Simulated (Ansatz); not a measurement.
A nudged elastic band was laid between two geometries of C₂H₇Al (10 atoms, charge 0, multiplicity 1).

Level of theory: RKS PBE-D4/6-31G* (Ansatz).

- movable images: 5
- climbing image: yes
- spring: 5.0 eV/Å²
- optimiser: quadratic models (default)
- start path: through a guess of the saddle point
- force threshold: 0.05 eV/Å
- iteration limit: 60
- end points: relaxed

Initial state:

```xyz
10
Properties=species:S:1:pos:R:3
Al 0.126 -0.088 0.456
H -0.224 -0.305 2.018
C 2.026 0.032 -0.064
H 2.570 -0.889 0.218
H 2.182 0.195 -1.144
H 2.529 0.857 0.476
C -1.373 0.036 -0.819
H -1.931 -0.919 -0.856
H -2.103 0.801 -0.494
H -1.065 0.280 -1.850
```

Final state:

```xyz
10
Properties=species:S:1:pos:R:3
Al -1.210 -1.164 0.790
H 1.644 0.187 1.427
C 2.018 0.244 0.393
H 2.142 -0.774 -0.009
H 1.310 0.806 -0.235
H 2.993 0.756 0.390
C -1.494 -0.168 -0.936
H -2.490 -0.381 -1.374
H -1.435 0.931 -0.801
H -0.742 -0.437 -1.705
```

Task: Which bonds break or form, and what moves?

Result: Bonds broken: Al1–H2, Al1–C3. Bonds formed: H2–C3. C2H7Al becomes CH3Al + CH4.

Task: Give the energies along the band, and the barrier.

Result: The run converged. The highest image is number 2 of 0 to 6, 2.83 eV above the first end and 2.00 eV above the last; the last end lies 0.83 eV above the first. Neighbouring images differ by up to 2.8 eV, so the band resolves the path poorly. A vibrational analysis at the climbing image gives 2 clearly imaginary modes (1120i, 105i cm⁻¹): a point of higher order, so a lower path passes nearby. The orbitals stay closed-shell, which can raise the energy where a bond breaks towards radicals; this wasn't checked here.

| image | path coordinate (Å) | energy (eV) | Al1–H2 (Å) | Al1–C3 (Å) | H2–C3 (Å) |
| --- | --- | --- | --- | --- | --- |
| 0 | 0.00 | 0.00 | 1.62 | 1.97 | 3.08 |
| 1 | 1.63 | 0.04 | 1.61 | 1.96 | 3.07 |
| 2 | 3.27 | 2.83 | 1.60 | 2.29 | 1.78 |
| 3 | 4.11 | 1.02 | 2.12 | 2.84 | 1.13 |
| 4 | 4.96 | 0.84 | 2.86 | 3.53 | 1.11 |
| 5 | 5.81 | 0.83 | 3.05 | 3.61 | 1.10 |
| 6 | 6.66 | 0.83 | 3.22 | 3.54 | 1.10 |

Task: What is the geometry of the highest image?

Result: 
```xyz
10
Properties=species:S:1:pos:R:3:forces:R:3
Al -0.392 0.021 0.965 -0.01 0.01 -0.03
H 1.019 0.176 1.705 0.02 -0.01 -0.01
C 1.719 0.076 0.075 -0.03 -0.01 0.02
H 1.692 -0.904 -0.437 -0.01 0.01 0.00
H 1.610 0.901 -0.652 0.00 0.00 0.00
H 2.674 0.177 0.611 0.03 0.01 0.00
C -1.253 -0.098 -0.827 0.01 -0.03 0.01
H -1.921 -0.976 -0.869 0.00 0.00 0.00
H -1.891 0.789 -0.985 0.00 0.01 0.00
H -0.520 -0.162 -1.648 0.00 0.00 0.00
```

The band took 15 iterations and about 2.4 core-minutes.

Time of the run: 2.4 min on 1 thread of Arm Neoverse V1, with other jobs on the host, peak memory 0.12 GiB.
